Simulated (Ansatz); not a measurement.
# ZrSe3 (P2₁/m, No. 11)

Computed with r²SCAN+SOC (Ansatz, a program for electronic structure, plane waves, PAW).

Numerical settings: plane-wave cutoff 560 eV, 6×10×4 k mesh (along the axes of the cell as run), Fermi–Dirac smearing 0.01 eV, PAW data made under PBE.

Cell: measured lattice: a = 5.410 Å, b = 3.770 Å, c = 9.450 Å, α = γ = 90.00°, β = 97.50°.

For ZrSe3 (P2₁/m, No. 11), the band gap is 0.54 eV (indirect) and the smallest direct gap on the k points sampled is 0.89 eV. The Γ–Γ gap is 1.04 eV.

Measured, for comparison: band gap 1.1 eV (temperature not stated, no zero-point or thermal correction, indirect, absorption, single crystal; as tabulated in Patel et al., Bull. Mater. Sci. 28, 405 (2005)). Computed (rounded) less measured: band gap -0.56 eV.

Note: cell and atoms aren't relaxed at this level (largest force component 0.13 eV/Å, pressure 1.9 GPa).

The result took about 120 core-minutes (a rough figure).
